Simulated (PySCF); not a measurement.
Gas-phase reaction: 2 SiH2Cl + 4 HCl = 2 SiH4 + 3 Cl2

Computed with PySCF and rigid-rotor harmonic-oscillator thermochemistry at 1 bar. † marks an energy on the PBE0/def2-TZVP geometry and frequencies; other levels use their own. CCSD(T) freezes the core. 6-31G* has spherical d functions here. Open shells (unrestricted): SiH2Cl (multiplicity 2); the rest are closed-shell singlets. B3LYP is the form with VWN-RPA correlation. SiH2Cl: computed as isolated molecules; such fragments, hydroxides, amides, oligomers or adducts are transient or little studied in the gas. CCSD(T) isn't extrapolated to the basis-set limit; its ΔH°(298 K) is 420.0 kJ in def2-SVP and 394.2 kJ in def2-TZVPP. The harmonic model lacks anharmonicity and excited electronic states, which grow with temperature; levels with a mode under 35 cm⁻¹ are left out.

ΔH° and ΔS° at 298 K: B3LYP/6-31G* 346 kJ, -192 J/K; CCSD(T)/def2-TZVPP† 394 kJ, -194 J/K; PBE0/def2-SVP† 414 kJ, -194 J/K; PBE0/def2-TZVP 378 kJ, -194 J/K; r2SCAN/def2-TZVP† 400 kJ, -194 J/K.

Q: With the heat capacities included, give log10 K (1 bar) at 500, 600, 800, 1000, 1800 K from B3LYP/6-31G*, CCSD(T)/def2-TZVPP†, PBE0/def2-SVP†, PBE0/def2-TZVP, r2SCAN/def2-TZVP†.

A: 
| T (K) | B3LYP/6-31G* | CCSD(T)/def2-TZVPP† | PBE0/def2-SVP† | PBE0/def2-TZVP | r2SCAN/def2-TZVP† |
|---|---|---|---|---|---|
| 500 | -46.3 | -51.4 | -53.5 | -49.8 | -52.0 |
| 600 | -40.3 | -44.6 | -46.4 | -43.3 | -45.1 |
| 800 | -32.8 | -36.1 | -37.4 | -35.1 | -36.5 |
| 1000 | -28.4 | -31.0 | -32.1 | -30.2 | -31.3 |
| 1800 | -20.3 | -21.8 | -22.4 | -21.3 | -21.9 |
